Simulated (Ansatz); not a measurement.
in.yaml

```yaml
crystal:
  periodic: [false, false, false]
  atoms:
    - {symbol: Ge, position_ang: [0.000000, -0.033438, 0.420652]}
    - {symbol: N, position_ang: [0.000000, 0.061020, -2.221660]}
    - {symbol: H, position_ang: [0.000000, 1.561855, 0.557556]}
basis:
  gaussian: {orbitals: cc-pVDZ}
magnetization: {spin_polarized: true, initial_magnetization: 2}
correlation: {method: ccsd_t, electrons: outside_noble_gas}
```

```sh
$ ansatz run in.yaml --threads 1 --pin off --events-out ev --progress --plain --max-ram 4096MiB --backend cpu
```

Output:

```
508 factors; integrals over basis functions are off by at most 1.2e-3 eV
mean field evaluation 1: about -57963.9062 eV, gradient 1.4e1 eV
mean field evaluation 2: about -57963.9147 eV, gradient 1.4e1 eV
mean field evaluation 4: about -57966.0663 eV, gradient 2.9e0 eV
mean field evaluation 8: about -57967.0056 eV, gradient 8.1e-1 eV
mean field evaluation 16: about -57967.0402 eV, gradient 3.5e-2 eV
mean field evaluation 32: about -57967.0441 eV, gradient 4.2e-1 eV
mean field evaluation 64: about -57966.3382 eV, gradient 2.5e0 eV
mean field evaluation 96: about -57967.0402 eV, gradient 3.5e-3 eV
mean field evaluation 128: about -57966.8816 eV, gradient 1.4e0 eV
mean field evaluation 160: about -57966.9417 eV, gradient 3.4e0 eV
mean field evaluation 192: about -57966.9928 eV, gradient 1.2e0 eV
mean field evaluation 224: about -57965.4380 eV, gradient 1.3e0 eV
mean field evaluation 256: about -57965.5440 eV, gradient 8.6e-3 eV
mean field evaluation 288: about -57965.4374 eV, gradient 4.2e-1 eV
mean field evaluation 320: about -57964.4886 eV, gradient 6.2e-3 eV
mean field evaluation 352: about -57964.4866 eV, gradient 1.0e-2 eV
mean field evaluation 384: about -57964.0576 eV, gradient 2.3e0 eV
mean field evaluation 416: about -57963.9470 eV, gradient 4.9e-1 eV
mean field evaluation 448: about -57960.6953 eV, gradient 2.5e1 eV
mean field evaluation 480: about -57964.9579 eV, gradient 5.5e0 eV
mean field evaluation 512: about -57964.4866 eV, gradient 1.8e-3 eV
mean field evaluation 544: about -57965.4294 eV, gradient 5.7e-1 eV
mean field evaluation 576: about -57965.4648 eV, gradient 4.0e-2 eV
mean field evaluation 608: about -57964.7696 eV, gradient 1.4e-3 eV
mean field evaluation 640: about -57963.4010 eV, gradient 1.2e-1 eV
mean field evaluation 672: about -57965.2928 eV, gradient 1.2e0 eV
mean field evaluation 704: about -57964.0925 eV, gradient 2.3e0 eV
mean field evaluation 736: about -57963.9004 eV, gradient 5.4e-1 eV
mean field -57967.12954145 eV, -2130.2527191166 hartree, gradient 2.0e-6 eV, S^2 3.048629; 23 other end points of the search recorded, 0 dependent functions left out
determinant -57967.12954145 eV, -2130.2527191166 hartree, with singles and doubles -57971.85452089 eV, -2130.4263589082 hartree
determinant -57967.04020356 eV, -2130.2494360096 hartree, with singles and doubles -57972.11659126 eV, -2130.4359898167 hartree
determinant -57965.54405312 eV, -2130.1944534953 hartree, with singles and doubles -57970.70906477 eV, -2130.3842641725 hartree
determinant -57965.46719154 eV, -2130.1916288841 hartree, with singles and doubles -57970.46486180 eV, -2130.3752898786 hartree
determinant -57965.44793098 eV, -2130.1909210717 hartree, with singles and doubles -57970.50774731 eV, -2130.3768658923 hartree
determinant -57965.38701227 eV, -2130.1886823503 hartree, with singles and doubles -57970.52357696 eV, -2130.3774476210 hartree
determinant -57965.36652042 eV, -2130.1879292889 hartree, with singles and doubles -57970.52217007 eV, -2130.3773959187 hartree
determinant -57964.76955737 eV, -2130.1659913015 hartree, with singles and doubles -57969.46485179 eV, -2130.3385401888 hartree
determinant -57964.75541703 eV, -2130.1654716535 hartree, with singles and doubles -57969.70605447 eV, -2130.3474042239 hartree
determinant -57964.48860233 eV, -2130.1556663941 hartree, with singles and doubles -57969.62763169 eV, -2130.3445222396 hartree
determinant -57964.48661225 eV, -2130.1555932601 hartree, with singles and doubles -57969.68588773 eV, -2130.3466631097 hartree
determinant -57964.19401364 eV, -2130.1448404594 hartree, with singles and doubles -57970.33595328 eV, -2130.3705525782 hartree
determinant -57963.95127808 eV, -2130.1359200921 hartree, with singles and doubles -57968.45931899 eV, -2130.3015875399 hartree
determinant -57967.12954145 eV, -2130.2527191166 hartree, with singles and doubles -57971.85946422 eV, -2130.4265405725 hartree
determinant -57967.04020356 eV, -2130.2494360096 hartree, with singles and doubles -57972.14670451 eV, -2130.4370964585 hartree
15 core orbitals not correlated: weight in the atoms' cores, before any rotation towards them, 1.000 or more for the frozen orbitals, at most 0.000 for the correlated occupied ones
reference -57967.04020356 eV, -2130.2494360096 hartree; 6, 4 occupied and 25, 27 virtual orbitals, 508 factors
second order -3.86652106 eV of doubles, -0.00000000 eV of singles
cycle   1  -5.10649749 eV  change    3.5e-6 eV  update   4.2e-6
perturbative correction -0.14072515 eV, -0.0051715539 hartree
Total energy: -57972.28742619 eV, -2130.4422678849 hartree
```

The determinant lies 0.09 eV above the lowest one of its kind in the log. Its ⟨S²⟩ is 2.77 against 2.00 for a pure state. The T1 diagnostic is 0.050.

Ran on 1 thread of AMD EPYC 7R13, shared host: 15 s wall, 0.15 GiB peak host memory.
